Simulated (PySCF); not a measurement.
A made-up structure of NaBHF, singlet:

| atom | x (Å) | y (Å) | z (Å) |
| --- | --- | --- | --- |
| F1 | -0.1939 | 0.9879 | -1.0621 |
| B2 | -0.2505 | 0.1187 | -0.0446 |
| Na3 | 0.1902 | 2.8476 | -2.2876 |
| H4 | -1.3714 | 0.0955 | 0.4499 |

It is relaxed with PBE-D4/def2-SVP and then PBE0-D4/def2-TZVP (PySCF 2.14 with density fitting (its default auxiliary sets; JK sets also for MP2 and CCSD(T))). Atoms count as bonded within 1.22 times the sum of their covalent radii (H–H: 0.88 Å). The end point is not checked to be a true minimum.

Does its bonding change? (Judge from chemistry; the calculation decides.)

The calculation gives: Yes. Formed: B2–Na3; broken: F1–Na3.

Where it ends: The first stage lowers the energy by 1.46 eV in 25 steps. It ends as NaBHF ([F][BH][Na]):
| atom | x (Å) | y (Å) | z (Å) |
| --- | --- | --- | --- |
| F1 | -1.3578 | 1.4330 | -1.7331 |
| B2 | -0.6398 | 0.8976 | -0.7373 |
| Na3 | 1.7573 | 1.6031 | -0.3632 |
| H4 | -1.3036 | 0.0814 | -0.1086 |

Labels in which every atom is bracketed show which atoms are joined, not bond orders.

For scale, one of the runs: PBE0-D4/def2-TZVP relaxation, 100 basis functions, launched by `OMP_NUM_THREADS=2 python run.py`. Hardware: 2 CPU threads of an AMD EPYC 7B13, shared host. Wall time 21 s; peak host memory 0.99 GiB.
